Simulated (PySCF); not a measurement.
F₂, SMILES FF (connectivity only; charge and spin as stated), charge +1, multiplicity 2. Atoms are numbered in the order given.

```xyz
2

F      0.0000     0.0000    -0.6466
F      0.0000     0.0000     0.6466
```
Charge +1, spin multiplicity 2.

Coordinates come from a B3LYP-D3(BJ)/def2-TZVPD optimisation. The multiplicity is an assumed one; other spin states were not compared.

Method: B3LYP/pcH-1 in PySCF.

Unrestricted Kohn–Sham, ⟨S²⟩ = 0.753. Hyperfine tensors hold the contact and dipolar terms, without spin-orbit corrections.

Computed hyperfine couplings:
```
nucleus    A(iso) (MHz)  A(iso) (G)  dipolar principal values (MHz)
---------  ------------  ----------  ------------------------------
19F no. 1         239.2        85.4        -1041.2, -1033.5, 2074.7
19F no. 2         239.2        85.4        -1041.2, -1033.5, 2074.7
```
